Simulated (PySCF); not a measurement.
chloroform (CHCl₃), SMILES ClC(Cl)Cl. Atoms are numbered in the order given.

```xyz
5

Cl    -1.4680    -0.8475    -0.0842
C      0.0000     0.0000     0.4576
Cl     1.4680    -0.8475    -0.0842
Cl     0.0000     1.6951    -0.0842
H      0.0000     0.0000     1.5507
```
Charge 0, spin multiplicity 1.

Coordinates come from a TPSSh-D3(BJ)/def2-SVP optimisation.

Two levels are set side by side: PBE/pcJ-1 (PySCF) and PBE0/pcJ-1 (PySCF). One-bond couplings, all four terms, same geometry. Isotopes: 13C, 1H, 35Cl. Differences are taken from unrounded values.

| quantity | PBE0 |
|---|---|
| ¹J(C2,H5) (Hz) | 214.1 |

Q: What does PBE give, and how far is it from PBE0? (The exact figures need the calculation; the answer reports its results.)

A: 
```csv
quantity,PBE,PBE minus PBE0
"¹J(C2,H5) (Hz)",211.7,-2.4
```

Here PBE gives about what the other level gives.

Rough cost on one machine, each run with all the roots and properties that it gave: PBE0 against PBE about 2 times.
